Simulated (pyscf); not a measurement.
Structures and frequencies: ωB97X-D3(BJ)/def2-SVP in PySCF. MP2 and CC: frozen core, UHF for open shells. ΔMP2 is the change of the MP2 total energy from the triple- to the quadruple-zeta basis.

SMILES: BrBBr
```xyz
4

Br     1.6103    -1.0324    -0.4091
B      0.0256    -0.1238    -0.9004
Br    -0.1503     1.7373    -0.6113
H     -0.8763    -0.7336    -1.4027
```

Question: List the bond dissociation enthalpies at 298 K of Br–BH–Br from CCSD(T)/def2-TZVPP + ΔMP2(QZVPP), from the weakest bond up.

Answer: B–H to [Br–B–Br]• + H•: 4.48 eV; B–Br to Br• + [HB–Br]•: 4.64 eV. Ring and multiple bonds, and those that leave no two simple radicals, are not listed. The radicals are drawn with the spin at the cut bond; how far it spreads was not checked. The CCSD(T) − MP2 part came from Ansatz, without density fitting, on the same reference. The frozen core leaves the outer d or s,p core shells of the metals and heavy elements correlated in the MP2 and CC values, and def2-TZVPP describes them poorly, which can shift differences by a few kcal/mol. Left out: the spin-orbit lowering of Br, which is large for Br, Se, Te and I. Elements up to Kr have no core potential and no relativistic terms here.
